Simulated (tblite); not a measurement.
C4H3S2 (doublet state).
Geometry (GFN2-xTB, Å), atoms numbered from 1 in this order:
```
atom  x, y, z in Å
S1     2.4497    0.0827   -0.3313
C2     0.7077   -0.0094   -0.1326
C3    -0.1395   -0.8234   -0.8304
C4    -1.4490   -0.6133   -0.3915
C5    -1.6720    0.2738    0.5642
S6    -0.1238    0.9857    1.0362
H7     2.6309    1.0176    0.5990
H8     0.1716   -1.5099   -1.5936
H9    -2.5620    0.6022    1.0548
```

All values are computed: GFN2-xTB (tblite) harmonic vibrations without scaling, gas phase. Errors from tens to a few hundred cm⁻¹ against measured bands are possible. Modes of hydrogen on sulfur can be 10 to 20 % off. One conformer, not necessarily the lowest. Open shells enter through the occupations alone, without spin polarisation, and single modes of such species can be off by tens of per cent.

How many normal modes are there?

9 atoms, non-linear: 3N − 6 = 21.

What is the point group of the computed structure, and how do the modes divide by symmetry?

Cs. The vibrations span 15 a′ + 6 a″.

How many distinct wavenumbers does the calculation give?

21: Cs has no degenerate species.

How many fundamentals are allowed in the infrared by symmetry?

21 of 21: in Cs every mode is allowed. All fundamentals are allowed in the Raman spectrum.

What zero-point energy do the modes add up to?

½Σν̃ = 11116 cm⁻¹ = 133.0 kJ/mol (21 modes), 61.9 kJ/mol of it from above 1550 cm⁻¹.

How far is the lowest real mode excited at 200 K, as a harmonic oscillator?

135.3 cm⁻¹ is a vibrational temperature θ of 195 K. The population of v = 1 over v = 0 is exp(−θ/T) = 0.38, and the mean quantum number is 0.61.
